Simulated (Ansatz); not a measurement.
C$_{2}$H$_{6}$N$_{2}$, SMILES `C1NCN1`, relaxed with RKS PBE-D4/def2-SVP in Ansatz 0.2.0 from a rough embedded geometry. The force threshold is 0.03 eV/Å; the program also tests the step.

Total charge 0; spin multiplicity 1.

Start:

```xyz
10

C    -0.825    0.443    0.324
N     0.073    0.614   -0.763
C     1.018   -0.132    0.072
N    -0.165   -0.794    0.563
H    -1.926    0.370    0.082
H    -0.776    1.270    1.119
H    -0.236    0.073   -1.600
H     1.616    0.449    0.694
H     1.709   -0.784   -0.539
H    -0.488   -1.510    0.048
```

Task: By how much does the energy fall, and how many steps does the optimiser take? (Estimate.)

Result: Ansatz gave: 1.66 eV, in 10 steps, 1 of them rejected.

Task: Which bonds change most? (Best estimate.)

Result: Ansatz gave: N4–H10 from 0.940 to 1.026 Å; C3–H8 from 1.040 to 1.115 Å; C1–N2 from 1.421 to 1.476 Å; C1–N4 from 1.422 to 1.476 Å.

Task: Give the relaxed structure. (An estimate is asked.)

Result: Computed: 
```xyz
10

C    -0.928    0.378    0.231
N     0.225    0.947   -0.494
C     0.995   -0.245   -0.087
N    -0.005   -0.509    0.966
H    -1.670   -0.159   -0.421
H    -1.491    1.103    0.865
H     0.091    1.053   -1.505
H     2.027   -0.037    0.282
H     1.066   -1.045   -0.875
H    -0.310   -1.486    1.038
```
